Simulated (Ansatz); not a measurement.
hcp Os, treated with BLYP (PAW; Ansatz, a first-principles code).

Run with plane-wave cutoff 520 eV, 24×24×14 k mesh (along the axes of the cell as run), Fermi–Dirac smearing 0.05 eV, no spin polarisation, scalar-relativistic PAW data made under PBE.

Properties against volume:

Shape and atoms are relaxed at each volume.

```
V (Å³/atom)  P (GPa)  c (Å)  a (Å)
-----------  -------  -----  -----
14.308         15.54  4.349  2.757
14.606          7.32  4.375  2.777
14.904          0.01  4.401  2.797
15.202         -6.48  4.426  2.816
15.501        -12.24  4.451  2.836
```

Note: the bulk modulus comes from volumes at which shape and atoms were relaxed.
